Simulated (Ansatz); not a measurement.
# GaAs: pressure series

The reference is GaAs in the zinc blende structure (space group F-43m, No. 216).

```xyz
2
Lattice="0.0000 2.8730 2.8730 2.8730 0.0000 2.8730 2.8730 2.8730 0.0000" Properties=species:S:1:pos:R:3 pbc="T T T"
As     4.3096     4.3096     4.3096
Ga     0.0000     0.0000     0.0000
```

Cell and atoms are relaxed at each pressure.

All numbers come from PBE/PAW in Ansatz (a first-principles code), no spin-orbit coupling, earlier PAW set.

```json
[
 {"pressure (GPa)": "-2", "volume per atom (Å³/atom)": "24.589"},
 {"pressure (GPa)": "-1", "volume per atom (Å³/atom)": "?"},
 {"pressure (GPa)": "0", "volume per atom (Å³/atom)": "23.715"},
 {"pressure (GPa)": "1.8", "volume per atom (Å³/atom)": "23.060"},
 {"pressure (GPa)": "4.2", "volume per atom (Å³/atom)": "22.330"},
 {"pressure (GPa)": "18", "volume per atom (Å³/atom)": "19.607"},
 {"pressure (GPa)": "30", "volume per atom (Å³/atom)": "18.164"},
 {"pressure (GPa)": "45", "volume per atom (Å³/atom)": "16.883"},
 {"pressure (GPa)": "60", "volume per atom (Å³/atom)": "15.925"}
]
```

**Question.** Fit the third-order Birch–Murnaghan form P(V) = (3B₀/2)[(V₀/V)^(7/3) − (V₀/V)^(5/3)]·[1 + (3/4)(B₀′ − 4)((V₀/V)^(2/3) − 1)] (squares taken in P) to the rows shown and predict the withheld row.

**Answer.** Least squares on the printed values gives V₀ = 23.712 Å³/atom, B₀ = 62.4 GPa, B₀′ = 4.4; this predicts 24.110 Å³/atom, and the run gives 24.129 Å³/atom, 0.019 higher.

Measured bulk modulus of GaAs: 76.7 GPa (static lattice; corrected from measurement; as listed in Daniel Mejia-Rodriguez, S. B. Trickey, Phys. Rev. B (2018)); the computed value is 19 % below it.

Load acts through the strain it causes; cell and atoms are relaxed under it. Stability against distortions was not tested. The final runs are not spin-polarised. Measured, GaAs leaves this structure (for a Cmcm phase) near 15 GPa (room temperature; as listed in arXiv:1906.07825).
